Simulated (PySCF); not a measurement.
Gas-phase reaction: trisilylamine + 4 F ⇌ H3SiNH2 + 2 HF + 2 SiHF

Method: PySCF energies plus ideal-gas RRHO corrections (1 bar). † marks an energy on the PBE0/def2-TZVP geometry and frequencies; other levels use their own. MP2 and CCSD(T) freeze the core. Open shells (unrestricted): F (multiplicity 2, electronic degeneracy 6); the rest are closed-shell singlets. Spin-orbit splitting is ignored; it lowers the true energy and changes the entropy of F. H3SiNH2, SiHF: computed as isolated molecules; such fragments, hydroxides, amides, oligomers or adducts are transient or little studied in the gas. MP2 isn't extrapolated to the basis-set limit; its ΔH°(298 K) is -1044.5 kJ in def2-SVP and -1170.9 kJ in def2-TZVPP. CCSD(T) isn't extrapolated to the basis-set limit. The harmonic model lacks anharmonicity and excited electronic states, which grow with temperature; levels with a mode under 35 cm⁻¹ are left out. Internal rotation in trisilylamine, H3SiNH2 is treated as a harmonic vibration of one conformer, which makes the entropy rough.

```csv
level,"ΔE electronic, kJ","ΔH°(298 K), kJ","ΔS°(298 K), J/K","ΔG°(600 K), kJ"
CCSD(T)/def2-SVP†,-990,-977,81,-1023
HF/def2-TZVP†,-612,-600,81,-646
M06-2X/def2-TZVP†,-1114,-1101,81,-1148
MP2/def2-SVP†,-1057,-1044,81,-1091
PBE0/def2-TZVP,-1079,-1067,81,-1113
LDA/def2-TZVP†,-1391,-1378,81,-1425
ωB97X-V/def2-TZVP†,-1077,-1064,81,-1110
```
ΔH° is lowest at LDA/def2-TZVP† and highest at HF/def2-TZVP†. No reference value is set beside these.
